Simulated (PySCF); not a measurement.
C4H6N2, SMILES Cn1ccnc1, point group Cs.

Force field and properties: PBE0/pcSseg-1 (PySCF, grid level 2). Vibrational terms come from second-order perturbation theory with semi-diagonal cubic constants, by steps of ±0.6 along the normal coordinates of each isotopologue. The parent has the commonest isotopes.

Equilibrium geometry (Å):

| atom | x | y | z |
| --- | --- | --- | --- |
| C1 | -1.6700 | 0.1287 | 0.0147 |
| N2 | -0.2398 | -0.0548 | -0.0020 |
| C3 | 0.7098 | 0.9332 | -0.0579 |
| C4 | 1.9145 | 0.2826 | -0.0529 |
| N5 | 1.7310 | -1.0700 | 0.0041 |
| C6 | 0.4328 | -1.2353 | 0.0332 |
| H7 | -2.1522 | -0.8502 | 0.0683 |
| H8 | -2.0083 | 0.6342 | -0.8960 |
| H9 | -1.9767 | 0.7160 | 0.8866 |
| H10 | 0.4435 | 1.9807 | -0.0949 |
| H11 | 2.9058 | 0.7184 | -0.0874 |
| H12 | -0.0857 | -2.1864 | 0.0802 |

**Question.** Give the equilibrium and ground-state rotational constants (MHz) of parent; ²H at 8.

**Answer.** 
| species | Ae | Be | Ce | A0 | B0 | C0 | Δ0 (u Å²) | harmonic ZPE (cm⁻¹) |
| --- | --- | --- | --- | --- | --- | --- | --- | --- |
| parent | 9257.8 | 3642.4 | 2658.1 | 9177 | 3618.2 | 2639.4 | -3.267 | 21874 |
| ²H at 8 | 9097.1 | 3465.6 | 2569.9 | 9018.1 | 3443.4 | 2551.9 | -4.772 | 21168 |

Δ0 = Ic − Ia − Ib from the ground-state constants.

**Question.** How is the parent's vibrational correction B0 − Be made up?

**Answer.** 
```tsv
axis	harmonic	Coriolis	cubic	total (MHz)
a	10.6	-43	-48.4	-80.8
b	3.09	-4.45	-22.8	-24.2
c	0.877	-1.63	-18	-18.8
```

**Question.** And its quartic centrifugal distortion constants from the harmonic force field?

**Answer.** Asymmetric top, A reduction, Ir representation: ΔJ = 0.251 kHz, ΔJK = 1.66 kHz, ΔK = 0.731 kHz, δJ = 0.0668 kHz, δK = -0.163 kHz.

**Question.** Which nuclear quadrupole couplings χaa, χbb, χcc (MHz) does the parent show, at equilibrium and averaged?

**Answer.** 14N at 2: 1.9, 1.0, -2.9 and 1.9, 1.0, -2.9; 14N at 5: -2.3, -0.1, 2.4 and -2.3, -0.1, 2.4.

A mode lies under 250 cm⁻¹, where this perturbation treatment is rough. Internal rotors are held in one well.
